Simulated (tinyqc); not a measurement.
Inside a calculation (part 1 of 2). Method: ROHF in the sto-3g basis, for OH+, spin multiplicity 3. This run ends on a higher stationary point, not on the lowest solution. Computed by tinyqc, a small Python program that keeps every step (integrals from PySCF). Settings: charge = 1, multiplicity = 3, basis = sto-3g, energy threshold = 1e-09, iteration cap = 54, orthogonalisation = canonical, start = random, DIIS depth = 3, method = ROHF. Command: `OMP_NUM_THREADS=1 python tinyqc.py 28964 28965 out.jsonl` (the two numbers bound the seeds that draw the settings). One thread of a shared host (Intel(R) Xeon(R) Processor @ 2.60GHz), about 0.06 s of CPU time with the checks. Later iterations appear only in the table of the cycle.

## One-electron integrals

Geometry (angstrom):
```
atom         x         y         z
O     0.000000  0.000000  0.000000
H     0.000000  0.000000  1.780000
```

Basis sto-3g: exponents (1/bohr^2) and contraction coefficients of normalised primitives:
```
element  l (shell)    exponent  coefficient
O            s (1)  130.709320     0.154329
O            s (1)   23.808861     0.535328
O            s (1)    6.443608     0.444635
O            s (2)    5.033151    -0.099967
O            s (2)    1.169596     0.399513
O            s (2)    0.380389     0.700115
O            p (3)    5.033151     0.155916
O            p (3)    1.169596     0.607684
O            p (3)    0.380389     0.391957
H            s (1)    3.425251     0.154329
H            s (1)    0.623914     0.535328
H            s (1)    0.168855     0.444635
```

Overlap, kinetic and nuclear-attraction integrals over the contracted functions; the nuclear repulsion is the sum of Za Zb / Rab.

nuclear repulsion = 2.37832454 hartree

overlap S, order 1O 1s, 1O 2s, 1O 2px, 1O 2py, 1O 2pz, 2H 1s:
```
[[1.000000, 0.236704, 0.000000, 0.000000, 0.000000, 0.008301],
 [0.236704, 1.000000, 0.000000, 0.000000, 0.000000, 0.117814],
 [0.000000, 0.000000, 1.000000, 0.000000, 0.000000, 0.000000],
 [0.000000, 0.000000, 0.000000, 1.000000, 0.000000, 0.000000],
 [0.000000, 0.000000, 0.000000, 0.000000, 1.000000, 0.124542],
 [0.008301, 0.117814, 0.000000, 0.000000, 0.124542, 1.000000]]
```

kinetic energy T (hartree), order 1O 1s, 1O 2s, 1O 2px, 1O 2py, 1O 2pz, 2H 1s:
```
[[29.003200, -0.168011, 0.000000, 0.000000, 0.000000, -0.002283],
 [-0.168011, 0.808128, 0.000000, 0.000000, 0.000000, -0.017905],
 [0.000000, 0.000000, 2.528731, 0.000000, 0.000000, 0.000000],
 [0.000000, 0.000000, 0.000000, 2.528731, 0.000000, 0.000000],
 [0.000000, 0.000000, 0.000000, 0.000000, 2.528731, 0.001959],
 [-0.002283, -0.017905, 0.000000, 0.000000, 0.001959, 0.760032]]
```

nuclear attraction V (hartree), order 1O 1s, 1O 2s, 1O 2px, 1O 2py, 1O 2pz, 2H 1s:
```
[[-60.915745, -7.253449, 0.000000, 0.000000, -0.004489, -0.260360],
 [-7.253449, -9.349204, 0.000000, 0.000000, -0.056655, -0.722546],
 [0.000000, 0.000000, -9.268939, 0.000000, 0.000000, 0.000000],
 [0.000000, 0.000000, 0.000000, -9.268939, 0.000000, 0.000000],
 [-0.004489, -0.056655, 0.000000, 0.000000, -9.292325, -0.642565],
 [-0.260360, -0.722546, 0.000000, 0.000000, -0.642565, -3.602238]]
```

core Hamiltonian H = T + V (hartree), order 1O 1s, 1O 2s, 1O 2px, 1O 2py, 1O 2pz, 2H 1s:
```
[[-31.912546, -7.421460, 0.000000, 0.000000, -0.004489, -0.262643],
 [-7.421460, -8.541076, 0.000000, 0.000000, -0.056655, -0.740451],
 [0.000000, 0.000000, -6.740208, 0.000000, 0.000000, 0.000000],
 [0.000000, 0.000000, 0.000000, -6.740208, 0.000000, 0.000000],
 [-0.004489, -0.056655, 0.000000, 0.000000, -6.763594, -0.640606],
 [-0.262643, -0.740451, 0.000000, 0.000000, -0.640606, -2.842206]]
```

## Two-electron integrals

Functions are numbered as in S; the eight-fold symmetry (ij|kl) = (ji|kl) = (kl|ij) leaves the list below.

Two-electron integrals (ij|kl) in chemists' order, unique and non-zero (hartree):
```
(11|11) 4.785065   (21|11) 0.741380   (21|21) 0.136873   (22|11) 1.118947
(22|21) 0.256633   (22|22) 0.817206   (31|31) 0.024477   (32|31) 0.037809
(32|32) 0.180518   (33|11) 1.115814   (33|21) 0.256684   (33|22) 0.817023
(33|33) 0.880159   (41|41) 0.024477   (42|41) 0.037809   (42|42) 0.180518
(43|43) 0.047444   (44|11) 1.115814   (44|21) 0.256684   (44|22) 0.817023
(44|33) 0.785270   (44|44) 0.880159   (51|51) 0.024477   (52|51) 0.037809
(52|52) 0.180518   (53|53) 0.047444   (54|54) 0.047444   (55|11) 1.115814
(55|21) 0.256684   (55|22) 0.817023   (55|33) 0.785270   (55|44) 0.785270
(55|55) 0.880159   (61|11) 0.026298   (61|21) 0.004818   (61|22) 0.008993
(61|33) 0.008980   (61|44) 0.008980   (61|51) 0.000207   (61|52) 0.000393
(61|55) 0.009019   (61|61) 0.000172   (62|11) 0.082643   (62|21) 0.019275
(62|22) 0.070656   (62|33) 0.069462   (62|44) 0.069462   (62|51) 0.001411
(62|52) 0.012147   (62|55) 0.072971   (62|61) 0.000692   (62|62) 0.008654
(63|31) 0.001768   (63|32) 0.011187   (63|53) 0.002394   (63|63) 0.001092
(64|41) 0.001768   (64|42) 0.011187   (64|54) 0.002394   (64|64) 0.001092
(65|11) 0.070399   (65|21) 0.016600   (65|22) 0.065039   (65|33) 0.062503
(65|44) 0.062503   (65|51) 0.002699   (65|52) 0.020614   (65|55) 0.070040
(65|61) 0.000612   (65|62) 0.009687   (65|65) 0.011793   (66|11) 0.296936
(66|21) 0.070275   (66|22) 0.296064   (66|33) 0.288910   (66|44) 0.288910
(66|51) 0.004434   (66|52) 0.054995   (66|55) 0.310272   (66|61) 0.002517
(66|62) 0.052202   (66|65) 0.067872   (66|66) 0.774606
```

## Orthogonalisation

S = U s U^T; canonical form X = U s^(-1/2), so that X^T S X = 1. Each column of U has its largest component positive (the first on a tie).

eigenvalues of S: [0.732371, 0.887550, 1.000000, 1.000000, 1.104962, 1.275118]

X, order 1O 1s, 1O 2s, 1O 2px, 1O 2py, 1O 2pz, 2H 1s:
```
[[-0.701299, 0.402815, 0.000000, 0.000000, -0.355846, 0.528291],
 [0.807870, -0.168626, 0.000000, 0.000000, -0.177325, 0.601952],
 [0.000000, 0.000000, 0.894899, 0.446269, 0.000000, 0.000000],
 [0.000000, 0.000000, -0.446269, 0.894899, 0.000000, 0.000000],
 [0.198321, 0.718077, 0.000000, 0.000000, 0.660859, 0.155843],
 [-0.426172, -0.648359, 0.000000, 0.000000, 0.556959, 0.344264]]
```

Within a degenerate level the vectors are fixed only up to a rotation; this is one choice.

## Starting guess

The start is random orthonormal orbitals; D(s) = C_occ C_occ^T for each spin.

D(alpha) at the start, order 1O 1s, 1O 2s, 1O 2px, 1O 2py, 1O 2pz, 2H 1s:
```
[[0.992453, -0.452221, 0.027998, 0.080373, 0.050594, 0.123312],
 [-0.452221, 0.487774, 0.082668, 0.237309, 0.173001, 0.174454],
 [0.027998, 0.082668, 0.988360, -0.033415, -0.022141, -0.042375],
 [0.080373, 0.237309, -0.033415, 0.904079, -0.063560, -0.121644],
 [0.050594, 0.173001, -0.022141, -0.063560, 0.973871, -0.208972],
 [0.123312, 0.174454, -0.042375, -0.121644, -0.208972, 0.876446]]
```

D(beta) at the start, order 1O 1s, 1O 2s, 1O 2px, 1O 2py, 1O 2pz, 2H 1s:
```
[[0.909713, -0.534511, -0.083805, -0.143396, 0.029302, 0.081177],
 [-0.534511, 0.373429, -0.055601, 0.058390, -0.019755, 0.155920],
 [-0.083805, -0.055601, 0.814733, -0.299435, -0.193841, -0.079842],
 [-0.143396, 0.058390, -0.299435, 0.240327, 0.109203, -0.266973],
 [0.029302, -0.019755, -0.193841, 0.109203, 0.062590, -0.096434],
 [0.081177, 0.155920, -0.079842, -0.266973, -0.096434, 0.838183]]
```

## Iteration 1: building the Fock matrix

J_ij = sum D_kl (ij|kl) with D = D(alpha) + D(beta), K_ij = sum D_kl (ik|jl) for each spin; F = H + J - K(s); E = tr D H + tr D J / 2 - 0.5 sum_s tr D(s) K(s) + E_nn.

Coulomb J (hartree), order 1O 1s, 1O 2s, 1O 2px, 1O 2py, 1O 2pz, 2H 1s:
```
[[13.579395, 2.508809, -0.001118, 0.017900, 0.022471, 0.088696],
 [2.508809, 6.099008, 0.002818, 0.093298, 0.151261, 0.553922],
 [-0.001118, 0.002818, 6.125872, -0.031584, -0.021079, -0.000893],
 [0.017900, 0.093298, -0.031584, 6.063370, 0.002470, 0.005763],
 [0.022471, 0.151261, -0.021079, 0.002470, 6.087486, 0.536555],
 [0.088696, 0.553922, -0.000893, 0.005763, 0.536555, 3.194043]]
```

exchange K(alpha) (hartree), order 1O 1s, 1O 2s, 1O 2px, 1O 2py, 1O 2pz, 2H 1s:
```
[[4.223572, 0.417373, 0.055816, 0.160227, 0.118398, 0.058781],
 [0.417373, 0.851678, 0.087292, 0.250585, 0.192095, 0.176067],
 [0.055816, 0.087292, 1.041457, -0.027825, -0.021187, -0.006758],
 [0.160227, 0.250585, -0.027825, 0.971275, -0.060821, -0.019399],
 [0.118398, 0.192095, -0.021187, -0.060821, 1.014017, 0.098928],
 [0.058781, 0.176067, -0.006758, -0.019399, 0.098928, 0.690098]]
```

exchange K(beta) (hartree), order 1O 1s, 1O 2s, 1O 2px, 1O 2py, 1O 2pz, 2H 1s:
```
[[3.644830, 0.153198, -0.112794, -0.149187, 0.035359, 0.024926],
 [0.153198, 0.387167, -0.086584, -0.005514, 0.001514, 0.118515],
 [-0.112794, -0.086584, 0.784955, -0.249344, -0.166595, -0.041119],
 [-0.149187, -0.005514, -0.249344, 0.306639, 0.073609, -0.067168],
 [0.035359, 0.001514, -0.166595, 0.073609, 0.157648, 0.045491],
 [0.024926, 0.118515, -0.041119, -0.067168, 0.045491, 0.657050]]
```

F(alpha) (hartree), order 1O 1s, 1O 2s, 1O 2px, 1O 2py, 1O 2pz, 2H 1s:
```
[[-22.556723, -5.330025, -0.056933, -0.142326, -0.100417, -0.232728],
 [-5.330025, -3.293746, -0.084475, -0.157286, -0.097490, -0.362596],
 [-0.056933, -0.084475, -1.655793, -0.003759, 0.000108, 0.005865],
 [-0.142326, -0.157286, -0.003759, -1.648113, 0.063292, 0.025162],
 [-0.100417, -0.097490, 0.000108, 0.063292, -1.690125, -0.202980],
 [-0.232728, -0.362596, 0.005865, 0.025162, -0.202980, -0.338262]]
```

F(beta) (hartree), order 1O 1s, 1O 2s, 1O 2px, 1O 2py, 1O 2pz, 2H 1s:
```
[[-21.977980, -5.065849, 0.111676, 0.167087, -0.017378, -0.198873],
 [-5.065849, -2.829235, 0.089401, 0.098812, 0.093091, -0.305043],
 [0.111676, 0.089401, -1.399292, 0.217760, 0.145516, 0.040226],
 [0.167087, 0.098812, 0.217760, -0.983477, -0.071139, 0.072931],
 [-0.017378, 0.093091, 0.145516, -0.071139, -0.833756, -0.149542],
 [-0.198873, -0.305043, 0.040226, 0.072931, -0.149542, -0.305213]]
```

total energy of this density = -61.43911496 hartree

## Iteration 1: Roothaan effective Fock matrix

With projectors Pc = D(beta) S, Po = (D(alpha) - D(beta)) S, Pv = 1 - D(alpha) S, the block xy is Px^T F Py; with Fc = (F(alpha) + F(beta))/2, the blocks are Fc for cc, oo, vv and cv, F(beta) for co and F(alpha) for ov.

effective F (hartree), order 1O 1s, 1O 2s, 1O 2px, 1O 2py, 1O 2pz, 2H 1s:
```
[[-22.265653, -5.235721, 0.028451, 0.028481, -0.055685, -0.212804],
 [-5.235721, -3.141324, -0.038509, -0.097586, -0.005442, -0.348175],
 [0.028451, -0.038509, -1.525991, 0.122798, 0.082249, 0.029129],
 [0.028481, -0.097586, 0.122798, -1.265456, 0.020290, 0.051547],
 [-0.055685, -0.005442, 0.082249, 0.020290, -1.246829, -0.144940],
 [-0.212804, -0.348175, 0.029129, 0.051547, -0.144940, -0.319777]]
```

## Iteration 1: diagonalisation and new density

Diagonalise F' = X^T F X, C = X C', fill 5 alpha and 3 beta electrons from the bottom; D(s) = C_occ C_occ^T. Each column has its largest component positive (the first on a tie).

F' = X^T F X (hartree):
```
[[-7.024552, 4.309680, 0.009896, -0.125532, -4.420234, 6.796078],
 [4.309680, -3.629117, 0.047969, 0.034064, 2.581909, -5.139153],
 [0.009896, 0.047969, -1.572187, -0.030163, 0.038216, 0.023321],
 [-0.125532, 0.034064, -0.030163, -1.219260, 0.074134, -0.013835],
 [-4.420234, 2.581909, 0.038216, 0.074134, -4.148780, 5.747339],
 [6.796078, -5.139153, 0.023321, -0.013835, 5.747339, -10.997996]]
```

orbital energies (hartree): [-22.265972, -2.042321, -1.588736, -1.267055, -1.171612, -0.256197]

coefficients C, order 1O 1s, 1O 2s, 1O 2px, 1O 2py, 1O 2pz, 2H 1s:
```
[[1.000448, -0.238379, 0.005529, -0.025258, 0.022123, 0.030326],
 [-0.001966, 1.014450, -0.017853, 0.093246, -0.091623, -0.168394],
 [-0.001380, 0.061003, 0.918021, -0.056582, 0.386656, 0.028476],
 [-0.001363, 0.124960, -0.342005, -0.613334, 0.697379, 0.069995],
 [0.002509, -0.023778, -0.199889, 0.776254, 0.600219, -0.112373],
 [0.001183, 0.032981, -0.000239, 0.038761, -0.073438, 1.011300]]
```

D(alpha) after iteration 1, order 1O 1s, 1O 2s, 1O 2px, 1O 2py, 1O 2pz, 2H 1s:
```
[[1.058878, -0.248271, -0.000864, -0.002123, 0.000744, -0.009283],
 [-0.248271, 1.046522, 0.004795, 0.011787, -0.003169, 0.043803],
 [-0.000864, 0.004795, 0.999189, -0.001993, 0.003200, -0.028798],
 [-0.002123, 0.011787, -0.001993, 0.995101, 0.007866, -0.070786],
 [0.000744, -0.003169, 0.003200, 0.007866, 1.003359, -0.014724],
 [-0.009283, 0.043803, -0.028798, -0.070786, -0.014724, 0.007985]]
```

D(beta) after iteration 1, order 1O 1s, 1O 2s, 1O 2px, 1O 2py, 1O 2pz, 2H 1s:
```
[[1.057751, -0.243889, -0.010847, -0.033042, 0.007073, -0.006679],
 [-0.243889, 1.029432, 0.045498, 0.132874, -0.020558, 0.033460],
 [-0.010847, 0.045498, 0.846485, -0.306342, -0.184956, 0.001791],
 [-0.033042, 0.132874, -0.306342, 0.132584, 0.065388, 0.004202],
 [0.007073, -0.020558, -0.184956, 0.065388, 0.040527, -0.000733],
 [-0.006679, 0.033460, 0.001791, 0.004202, -0.000733, 0.001089]]
```

## Iteration 2: building the Fock matrix

As before.

Coulomb J (hartree), order 1O 1s, 1O 2s, 1O 2px, 1O 2py, 1O 2pz, 2H 1s:
```
[[16.216283, 3.001371, 0.003134, 0.008982, -0.001243, 0.105793],
 [3.001371, 7.105756, 0.016668, 0.048079, -0.006249, 0.586274],
 [0.003134, 0.016668, 7.146099, -0.029258, -0.017376, 0.000155],
 [0.008982, 0.048079, -0.029258, 7.077970, 0.006632, 0.003318],
 [-0.001243, -0.006249, -0.017376, 0.006632, 7.070521, 0.527436],
 [0.105793, 0.586274, 0.000155, 0.003318, 0.527436, 2.367242]]
```

exchange K(alpha) (hartree), order 1O 1s, 1O 2s, 1O 2px, 1O 2py, 1O 2pz, 2H 1s:
```
[[4.915220, 0.855562, 0.000118, 0.000290, -0.000163, 0.032830],
 [0.855562, 1.419401, 0.002207, 0.005424, -0.001029, 0.126940],
 [0.000118, 0.002207, 1.171208, -0.001660, 0.000796, -0.007766],
 [0.000290, 0.005424, -0.001660, 1.167804, 0.001956, -0.019090],
 [-0.000163, -0.001029, 0.000796, 0.001956, 1.173583, 0.085832],
 [0.032830, 0.126940, -0.007766, -0.019090, 0.085832, 0.031557]]
```

exchange K(beta) (hartree), order 1O 1s, 1O 2s, 1O 2px, 1O 2py, 1O 2pz, 2H 1s:
```
[[4.865608, 0.781012, 0.001050, 0.001498, 0.002100, 0.028687],
 [0.781012, 1.049374, 0.042336, 0.123155, -0.016020, 0.090990],
 [0.001050, 0.042336, 0.947257, -0.255096, -0.153900, -0.007931],
 [0.001498, 0.123155, -0.255096, 0.352782, 0.054722, 0.015823],
 [0.002100, -0.016020, -0.153900, 0.054722, 0.276656, 0.017594],
 [0.028687, 0.090990, -0.007931, 0.015823, 0.017594, 0.014114]]
```

F(alpha) (hartree), order 1O 1s, 1O 2s, 1O 2px, 1O 2py, 1O 2pz, 2H 1s:
```
[[-20.611483, -5.275652, 0.003016, 0.008692, -0.005569, -0.189680],
 [-5.275652, -2.854722, 0.014461, 0.042655, -0.061875, -0.281117],
 [0.003016, 0.014461, -0.765317, -0.027598, -0.018172, 0.007921],
 [0.008692, 0.042655, -0.027598, -0.830042, 0.004676, 0.022407],
 [-0.005569, -0.061875, -0.018172, 0.004676, -0.866656, -0.199002],
 [-0.189680, -0.281117, 0.007921, 0.022407, -0.199002, -0.506521]]
```

F(beta) (hartree), order 1O 1s, 1O 2s, 1O 2px, 1O 2py, 1O 2pz, 2H 1s:
```
[[-20.561871, -5.201102, 0.002084, 0.007484, -0.007832, -0.185537],
 [-5.201102, -2.484695, -0.025668, -0.075076, -0.046884, -0.245167],
 [0.002084, -0.025668, -0.541366, 0.225838, 0.136524, 0.008086],
 [0.007484, -0.075076, 0.225838, -0.015020, -0.048090, -0.012505],
 [-0.007832, -0.046884, 0.136524, -0.048090, 0.030271, -0.130764],
 [-0.185537, -0.245167, 0.008086, -0.012505, -0.130764, -0.489078]]
```

total energy of this density = -73.78068366 hartree

## Iteration 2: Roothaan effective Fock matrix

As before.

effective F (hartree), order 1O 1s, 1O 2s, 1O 2px, 1O 2py, 1O 2pz, 2H 1s:
```
[[-20.586697, -5.237679, 0.000718, 0.002886, -0.006282, -0.187121],
 [-5.237679, -2.663857, -0.012478, -0.036101, -0.052387, -0.256289],
 [0.000718, -0.012478, -0.654628, 0.095676, 0.059760, 0.000486],
 [0.002886, -0.036101, 0.095676, -0.431893, -0.020125, -0.025527],
 [-0.006282, -0.052387, 0.059760, -0.020125, -0.417784, -0.147774],
 [-0.187121, -0.256289, 0.000486, -0.025527, -0.147774, -0.487744]]
```

## Iteration 2: DIIS over 2 matrices

error matrix X^T (FDS - SDF) X:
```
[[0.000000, -0.006393, 0.010937, -0.049323, 0.151502, 0.006498],
 [0.006393, 0.000000, -0.018625, 0.022561, 0.050490, -0.056443],
 [-0.010937, 0.018625, 0.000000, 0.000000, -0.015379, -0.020991],
 [0.049323, -0.022561, 0.000000, 0.000000, -0.012125, 0.087121],
 [-0.151502, -0.050490, 0.015379, 0.012125, 0.000000, 0.061757],
 [-0.006498, 0.056443, 0.020991, -0.087121, -0.061757, 0.000000]]
```

B (overlaps of the stored error matrices):
```
[[5.3453664e+02, 2.2186281e+00],
 [2.2186281e+00, 8.8814572e-02]]
```

Minimise |sum c_i e_i|^2 with sum c_i = 1: solve [B -1; -1 0][c; lambda] = [0; -1] with B_ij = tr e_i^T e_j, and take F = sum c_i F_i.

DIIS coefficients: [-0.004017, 1.004017]

extrapolated F (hartree), order 1O 1s, 1O 2s, 1O 2px, 1O 2py, 1O 2pz, 2H 1s:
```
[[-20.579952, -5.237687, 0.000607, 0.002784, -0.006083, -0.187018],
 [-5.237687, -2.661939, -0.012373, -0.035854, -0.052575, -0.255920],
 [0.000607, -0.012373, -0.651128, 0.095567, 0.059670, 0.000371],
 [0.002784, -0.035854, 0.095567, -0.428544, -0.020288, -0.025837],
 [-0.006083, -0.052575, 0.059670, -0.020288, -0.414453, -0.147785],
 [-0.187018, -0.255920, 0.000371, -0.025837, -0.147785, -0.488419]]
```

## Iteration 2: diagonalisation and new density

As before.

F' = X^T F X (hartree):
```
[[-5.954812, 3.759301, 0.011801, -0.020855, -3.925980, 6.433296],
 [3.759301, -2.933927, 0.036042, 0.028422, 2.836079, -4.742838],
 [0.011801, 0.036042, -0.683131, -0.031391, 0.047254, 0.016413],
 [-0.020855, 0.028422, -0.031391, -0.396541, -0.001500, -0.027761],
 [-3.925980, 2.836079, 0.047254, -0.001500, -3.652106, 5.459221],
 [6.433296, -4.742838, 0.016413, -0.027761, 5.459221, -10.308217]]
```

orbital energies (hartree): [-20.587412, -1.413838, -0.701869, -0.506642, -0.393461, -0.325511]

coefficients C, order 1O 1s, 1O 2s, 1O 2px, 1O 2py, 1O 2pz, 2H 1s:
```
[[0.994985, -0.261238, -0.008028, 0.036541, 0.008879, -0.008825],
 [0.020415, 1.019418, 0.034674, -0.172006, -0.035954, 0.056288],
 [-0.000019, 0.007795, 0.907661, 0.231512, 0.291665, 0.193454],
 [-0.000102, 0.039399, -0.337318, 0.022678, 0.927279, 0.155897],
 [0.000529, 0.051001, -0.223800, 0.483330, -0.233542, 0.821675],
 [-0.001470, 0.048482, -0.084383, 0.787989, 0.053956, -0.630397]]
```

D(alpha) after iteration 2, order 1O 1s, 1O 2s, 1O 2px, 1O 2py, 1O 2pz, 2H 1s:
```
[[1.059720, -0.252881, 0.001707, 0.001376, 0.004588, 0.015822],
 [-0.252881, 1.071710, -0.010889, -0.008775, -0.030497, -0.091011],
 [0.001707, -0.010889, 0.962576, -0.030159, -0.158956, 0.121953],
 [0.001376, -0.008775, -0.030159, 0.975696, -0.128096, 0.098277],
 [0.004588, -0.030497, -0.158956, -0.128096, 0.340837, 0.389615],
 [0.015822, -0.091011, 0.121953, 0.098277, 0.389615, 0.633312]]
```

D(beta) after iteration 2, order 1O 1s, 1O 2s, 1O 2px, 1O 2py, 1O 2pz, 2H 1s:
```
[[1.058306, -0.246277, -0.009342, -0.007686, -0.011000, -0.013450],
 [-0.246277, 1.040831, 0.039419, 0.028465, 0.044242, 0.046468],
 [-0.009342, 0.039419, 0.823910, -0.305864, -0.202737, -0.076213],
 [-0.007686, 0.028465, -0.305864, 0.115336, 0.077501, 0.030374],
 [-0.011000, 0.044242, -0.202737, 0.077501, 0.052688, 0.021357],
 [-0.013450, 0.046468, -0.076213, 0.030374, 0.021357, 0.009473]]
```
